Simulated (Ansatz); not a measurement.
**BNH4 (triplet): wave-function methods side by side at distance B1–H4 along a hydrogen transfer = 1.233 Å, cc-pVDZ**

How much of the correlation energy of BNH4 (triplet) does each wave-function method recover here?

Computed with Ansatz 0.2.0, Gaussian basis. Level: cc-pVDZ, correlated electrons: outside noble gas.

The runs, in order: UHF; CCSD(T) on ROHF; CCSD(T) on UHF; BCCD(T) on ROHF; CISD; CCSDT(Q) on ROHF; CCSDT(Q) on UHF; CASSCF and MRCISD+Q, 4 electrons in 4 orbitals; CASSCF and NEVPT2, 4 electrons in 4 orbitals.

## 1. The geometry

The geometry derives from fragments relaxed apart (PBE0/def2-TZVP) and kept rigid, so it is no stationary point. A hydrogen atom is moved between rigid fragments.

6 atoms, charge 0, spin multiplicity 3.

Atoms are counted from 1 here; the program's logs count them from 0.

Bond lengths: B1–H2 1.193 Å, B1–H3 1.193 Å, B1–H4 1.233 Å, H4–N5 1.275 Å, N5–H6 1.040 Å. Angles: H2–B1–H3 120.0°, H2–B1–H4 120.0°, H3–B1–H4 120.0°, B1–H4–N5 180.0°, H4–N5–H6 105.0°.

Coordinates:

```xyz
6

B    -1.3161    0.0351    0.0000
H    -1.9128    1.0687    0.0000
H    -1.9128   -0.9985    0.0000
H    -0.0831    0.0351    0.0000
N     1.1919    0.0351    0.0000
H     1.4610   -0.9691    0.0000
```

In the tables R marks a restricted open-shell determinant and U an unrestricted one; 'pair' is the active space of 4 electrons in 4 orbitals; correlation energies count from the lowest restricted Hartree-Fock solution.

## 2. UHF

Input file in.yaml:

```yaml
crystal:
  periodic: [false, false, false]
  atoms:
    - {symbol: B, position_ang: [-1.316066, 0.035086, 0.000000]}
    - {symbol: H, position_ang: [-1.912799, 1.068657, 0.000000]}
    - {symbol: H, position_ang: [-1.912799, -0.998486, 0.000000]}
    - {symbol: H, position_ang: [-0.083066, 0.035086, 0.000000]}
    - {symbol: N, position_ang: [1.191934, 0.035086, 0.000000]}
    - {symbol: H, position_ang: [1.461016, -0.969141, 0.000000]}
basis:
  gaussian: {orbitals: cc-pVDZ}
magnetization: {spin_polarized: true, initial_magnetization: 2}
hamiltonian: {xc: hf}
output: {orbitals: {seedname: orbitals}}
```

The run is started by

```
$ ansatz run in.yaml --threads 1 --pin off --events-out ev --progress --plain --max-ram 2393MiB
```

The runs that follow: CCSD(T) on ROHF; CCSD(T) on UHF; BCCD(T) on ROHF; CISD; CCSDT(Q) on ROHF; CCSDT(Q) on UHF; CASSCF and MRCISD+Q, 4 electrons in 4 orbitals; CASSCF and NEVPT2, 4 electrons in 4 orbitals.

Before running them: what should the planned runs give, taken together? Wanted: correlation energy, UCCSDT(Q); RMP2 from UCCSDT(Q); UMP2 from UCCSDT(Q); RCCSD from UCCSDT(Q); RCCSD(T) from UCCSDT(Q); UCCSD(T) from UCCSDT(Q); RCCSDT(Q) from UCCSDT(Q); NEVPT2 pair from UCCSDT(Q); MRCISD+Q pair from UCCSDT(Q).

**Answer**, as computed:

| quantity | value |
| --- | --- |
| correlation energy, UCCSDT(Q) | -7.5269 eV |
| RMP2 from UCCSDT(Q) | +30.11 kcal/mol |
| UMP2 from UCCSDT(Q) | +30.69 kcal/mol |
| RCCSD from UCCSDT(Q) | +4.11 kcal/mol |
| RCCSD(T) from UCCSDT(Q) | +0.78 kcal/mol |
| UCCSD(T) from UCCSDT(Q) | +0.78 kcal/mol |
| RCCSDT(Q) from UCCSDT(Q) | +0.03 kcal/mol |
| NEVPT2 pair from UCCSDT(Q) | +28.56 kcal/mol |
| MRCISD+Q pair from UCCSDT(Q) | +1.14 kcal/mol |
| levels of the table within 1 kcal/mol (43 meV) | RCCSD(T), UCCSD(T), BCCD(T), RCCSDT, UCCSDT, RCCSDT(Q) |
| T1 diagnostic | 0.024 |

In words: RCCSD(T) lands +0.78 kcal/mol from the yardstick (0.4 % of the correlation energy). Of the multireference levels listed MRCISD+Q pair comes nearest in total energy (+1.14 kcal/mol), which doesn't show that its space is the better one. These misses are within one basis, not against nature; the frozen cores of restricted and unrestricted runs differ, which can shift their rows.
